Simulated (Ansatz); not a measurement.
Two shapes of doublet NO2.

Shape 1:

```xyz
3

N    -0.0496   -0.0014   -0.3088
O     0.0135    1.0454    0.1458
O    -0.0122   -1.0447    0.1424
```

Shape 2:

```xyz
3

N    -0.0649    0.0308   -0.2634
O    -0.0358    1.0756    0.1463
O     0.0444   -1.0492    0.1317
```

Basis set: STO-3G (spherical functions). Left uncorrelated: 3 orbitals. Charge 0, multiplicity 2.

Computed with Ansatz (development build ahead of 0.2.0); each method stands on the lowest determinant of its kind that the runs found.

Task: Which shape is lower in energy, and by how much in each method?

Result:

```tsv
method	E(2) − E(1) (eV)
UHF	0.101
UHF-MP2	-0.083
```

The methods disagree on the order. Caution: the unrestricted determinant is spin contaminated.
